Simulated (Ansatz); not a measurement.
Run this with Ansatz 0.2.0, Python API and show what comes out.

Script `h6npsi_torsion.py`:
```python
"""Energy of H6NPSi as one group turns about a bond."""

import ansatz
from ase import Atoms

atoms = Atoms(["Si", "N", "P", "H", "H", "H", "H", "H", "H"], positions=[
    (-0.3764, 0.5145, -0.8146),
    (0.9356, -0.2183, -0.1822),
    (0.628, -1.1283, 1.2098),
    (-1.4014, -0.4304, -1.1346),
    (0.0034, 1.2634, -2.0697),
    (-0.9105, 1.5607, 0.1673),
    (1.7019, 0.4752, -0.0367),
    (-0.4101, -1.8942, 0.8011),
    (-0.082, -0.189, 2.0425),
])

# relax first, so that the scan starts from a minimum
first = (
    ansatz.Crystal.molecule_from_ase(atoms).calculation()
    .basis(gaussian="6-31G*")
    .functional("pbe0")
    .relax(force_tolerance=0.02, max_steps=80)
)
atoms.positions = first.run().report["positions_ang"]

start = atoms.get_dihedral(0, 1, 2, 7)
energies = {}
for turn in range(0, 360, 40):
    turned = atoms.copy()
    turned.set_dihedral(0, 1, 2, 7, start + turn, indices=[2, 7, 8])
    calc = ansatz.Crystal.molecule_from_ase(turned).calculation().basis(gaussian="6-31G*").correlation("mp2")
    energies[round((start + turn) % 360)] = calc.run().report["free_energy_ev"]
floor = min(energies.values())
print("dihedral Si0-N1-P2-H7 (deg)   E - E(min) (kcal/mol)")
for angle, e in sorted(energies.items()):
    print(f"{angle:8d} {23.060548 * (e - floor):14.3f}  " + "#" * int(30 * (e - floor) / max(max(energies.values()) - floor, 1e-9)))
```

```console
$ python h6npsi_torsion.py
dihedral Si0-N1-P2-H7 (deg)   E - E(min) (kcal/mol)
       8          3.017  ############
      48          0.000
      88          3.013  ############
     128          7.093  #############################
     168          6.495  ###########################
     208          2.236  #########
     248          2.137  ########
     288          6.396  ##########################
     328          7.153  ##############################
```

Caveats:
- The scan is rigid and the energies are electronic, in a modest basis. With rigid groups the curve can differ much from the relaxed path, the start wasn't checked as a minimum of this torsion, and equivalent turns needn't return to the same energy.
- The start is relaxed with a density functional and scanned with the wavefunction method, so it isn't exactly that method's minimum.
- Wall time of the script: 16 s on 1 thread of Intel(R) Xeon(R) 6975P-C (Granite Rapids), with other jobs on the host, peak memory 0.22 GiB.

(Lines on the test bed's own set-up are left out of the output.)
